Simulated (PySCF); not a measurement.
Gas-phase reaction: 4 CH₃SiH₂ + C₂H₄ → 2 SiH₂ + 2 (CH₃)₃SiH

Energies from PySCF (xtb for GFN2), thermal terms from the rigid-rotor harmonic-oscillator model, ideal gas at 1 bar. † marks an energy on the PBE0/def2-TZVP geometry and frequencies; other levels use their own. CCSD(T) freezes the core. 6-31G* has spherical d functions here. Open shells (unrestricted): CH₃SiH₂ (multiplicity 2); the rest are closed-shell singlets. GFN2 has no spin-polarisation term. B3LYP is the form with VWN-RPA correlation. CH₃SiH₂: computed as isolated molecules; such fragments, hydroxides, amides, oligomers or adducts are transient or little studied in the gas. CCSD(T) isn't extrapolated to the basis-set limit. The harmonic model lacks anharmonicity and excited electronic states, which grow with temperature; levels with a mode under 35 cm⁻¹ are left out. Internal rotation in CH₃SiH₂, (CH₃)₃SiH is treated as a harmonic vibration of one conformer, which makes the entropy rough.

ΔH° and ΔS° at 298 K: B3LYP/6-31G* -338 kJ, -212 J/K; B3LYP/def2-TZVP† -333 kJ, -213 J/K; CCSD(T)/def2-SVP† -348 kJ, -213 J/K; GFN2-xTB -378 kJ, -205 J/K; M06-2X/def2-TZVP† -362 kJ, -213 J/K; PBE/def2-SVP -318 kJ, -213 J/K.

**Question.** With the heat capacities included, give log10 K (1 bar) at 600, 1000, 1400, 1800, 2500 K from B3LYP/6-31G*, B3LYP/def2-TZVP†, CCSD(T)/def2-SVP†, GFN2-xTB, M06-2X/def2-TZVP†, PBE/def2-SVP.

**Answer.** 
```
T (K)  B3LYP/6-31G*  B3LYP/def2-TZVP†  CCSD(T)/def2-SVP†  GFN2-xTB  M06-2X/def2-TZVP†  PBE/def2-SVP
-----  ------------  ----------------  -----------------  --------  -----------------  ------------
600            18.4              18.0               19.3      22.3               20.5          16.8
1000            6.9               6.6                7.4       9.3                8.2           5.9
1400            2.0               1.8                2.4       3.8                2.9           1.3
1800           -0.7              -0.8               -0.3       0.8                0.1          -1.2
2500           -3.2              -3.3               -3.0      -2.1               -2.7          -3.6
```
